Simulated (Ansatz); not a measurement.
Two shapes of singlet CHO(+).

Shape 1:

```xyz
3

H    -0.0401   -0.0069   -1.5971
C    -0.0324   -0.0041   -0.5528
O    -0.0338   -0.0322    0.6073
```

Shape 2:

```xyz
3

H     0.0528   -0.0334   -1.5339
C    -0.0876    0.0969   -0.5438
O     0.0503   -0.1045    0.5751
```

Basis set: STO-3G (spherical functions). Correlated methods keep 2 orbitals frozen. Charge 1, multiplicity 1.

Computed with Ansatz (development build ahead of 0.2.0); each method stands on the lowest determinant of its kind that the runs found.

Problem. Which shape is lower in energy, and by how much in each method?

Solution.

```csv
method,E(2) − E(1) (eV)
RHF,0.407
RHF-MP2,0.487
```

Shape 1 is lower.
